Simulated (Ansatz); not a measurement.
`CC1(F)C=N1`. The species carries charge 0 and has multiplicity 1.

```xyz
9

C    -0.787   -0.487    0.654
C     0.279   -0.172   -0.338
F     0.357   -1.148   -1.298
C     0.848    1.092   -0.656
N     1.585    0.372    0.070
H    -1.760   -0.550    0.163
H    -0.578   -1.449    1.126
H    -0.827    0.282    1.424
H     0.883    2.060   -1.143
```

Task: Give the diagnostics of a CCSD(T)/def2-TZVPP run (frozen core, Ansatz 0.2.0). (Estimate.)

Result: Ansatz gave: T1 = 0.0115, largest single amplitude 0.014, largest double 0.078, (T) share of the correlation energy 4.1 %, 10 CCSD cycles. The RHF solution is stable towards an unrestricted one. T1 lies under the customary mark of 0.02 for closed shells.
